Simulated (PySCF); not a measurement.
**Broadened absorption spectrum of (Z)-pent-2-en-4-ynenitrile**

Species: (Z)-pent-2-en-4-ynenitrile, C5H3N.
InChI=1S/C5H3N/c1-2-3-4-5-6/h1,3-4H/b4-3-

The calculation used TDDFT wB97X-D/def2-SVPD, vertical, gas phase, core orbitals frozen in the response in PySCF. Geometry: GFN2-xTB; no solvent, vibrations or thermal averaging.

Computed states:

```json
{"state": "S1", "E (eV)": "4.89", "f": "0.0000"}
{"state": "S2", "E (eV)": "5.09", "f": "0.330"}
{"state": "S3", "E (eV)": "6.09", "f": "0.0000"}
{"state": "S4", "E (eV)": "6.37", "f": "0.0001"}
{"state": "S5", "E (eV)": "6.72", "f": "0.091"}
{"state": "S6", "E (eV)": "7.14", "f": "0.0000"}
{"state": "S7", "E (eV)": "7.39", "f": "0.010"}
{"state": "S8", "E (eV)": "7.77", "f": "0.127"}
```

Broadening: Gaussians 0.5 eV wide at half height, area fixed by f = 4.319×10⁻⁹ ∫ε dν̃. The width is an assumption, not a result. The curve ends short of the highest state used, and states not computed would add to its high-energy end.

Task: Give the broadened spectrum and its maxima.

Result: 
```json
{"λ (nm)": "172.8", "ε (L mol⁻¹ cm⁻¹)": "940"}
{"λ (nm)": "177.2", "ε (L mol⁻¹ cm⁻¹)": "2193"}
{"λ (nm)": "181.6", "ε (L mol⁻¹ cm⁻¹)": "4331"}
{"λ (nm)": "185.9", "ε (L mol⁻¹ cm⁻¹)": "4783"}
{"λ (nm)": "190.3", "ε (L mol⁻¹ cm⁻¹)": "3102"}
{"λ (nm)": "194.7", "ε (L mol⁻¹ cm⁻¹)": "1259"}
{"λ (nm)": "199.1", "ε (L mol⁻¹ cm⁻¹)": "343"}
{"λ (nm)": "203.5", "ε (L mol⁻¹ cm⁻¹)": "68"}
{"λ (nm)": "207.8", "ε (L mol⁻¹ cm⁻¹)": "15"}
{"λ (nm)": "212.2", "ε (L mol⁻¹ cm⁻¹)": "35"}
{"λ (nm)": "216.6", "ε (L mol⁻¹ cm⁻¹)": "202"}
{"λ (nm)": "221.0", "ε (L mol⁻¹ cm⁻¹)": "871"}
{"λ (nm)": "225.3", "ε (L mol⁻¹ cm⁻¹)": "2648"}
{"λ (nm)": "229.7", "ε (L mol⁻¹ cm⁻¹)": "6171"}
{"λ (nm)": "234.1", "ε (L mol⁻¹ cm⁻¹)": "11039"}
{"λ (nm)": "238.5", "ε (L mol⁻¹ cm⁻¹)": "15575"}
{"λ (nm)": "242.8", "ε (L mol⁻¹ cm⁻¹)": "17749"}
{"λ (nm)": "247.2", "ε (L mol⁻¹ cm⁻¹)": "16791"}
{"λ (nm)": "251.6", "ε (L mol⁻¹ cm⁻¹)": "13378"}
{"λ (nm)": "256.0", "ε (L mol⁻¹ cm⁻¹)": "9136"}
{"λ (nm)": "260.4", "ε (L mol⁻¹ cm⁻¹)": "5434"}
{"λ (nm)": "264.7", "ε (L mol⁻¹ cm⁻¹)": "2901"}
{"λ (nm)": "269.1", "ε (L mol⁻¹ cm⁻¹)": "1367"}
{"λ (nm)": "273.5", "ε (L mol⁻¹ cm⁻¹)": "583"}
{"λ (nm)": "277.9", "ε (L mol⁻¹ cm⁻¹)": "228"}
{"λ (nm)": "282.2", "ε (L mol⁻¹ cm⁻¹)": "84"}
{"λ (nm)": "286.6", "ε (L mol⁻¹ cm⁻¹)": "28"}
{"λ (nm)": "291.0", "ε (L mol⁻¹ cm⁻¹)": "9"}
{"λ (nm)": "295.4", "ε (L mol⁻¹ cm⁻¹)": "3"}
{"λ (nm)": "299.7", "ε (L mol⁻¹ cm⁻¹)": "1"}
```

Maxima: 244 nm (5.09 eV), ε about 18000, made up of S2 (100%); 184 nm (6.72 eV), ε about 4900, made up of S5 (100%) (ε in L mol⁻¹ cm⁻¹; maxima over ε = 5, shares over 10%).

Task: On this curve, what absorbance would a 10⁻³ mol/L sample give at 254 nm over a 1 cm path?

Result: 254 nm is 4.881 eV, where ε is about 11000 L mol⁻¹ cm⁻¹, so A = ε c l ≈ 11 (Beer–Lambert, with the gas-phase spectrum and the assumed width).

Task: Coming from long wavelengths, where does ε first pass 100 L mol⁻¹ cm⁻¹?

Result: At about 281 nm (4.41 eV), 0.48 eV below S1.

Task: Does any computed singlet lie in the visible range?

Result: No computed singlet lies in the visible range (380 to 750 nm); the lowest, at 254 nm, stands 1.62 eV above its violet end (3.26 eV); a Tamm–Dancoff triplet lies at 411 nm, without intensity as long as spin–orbit coupling is left out.
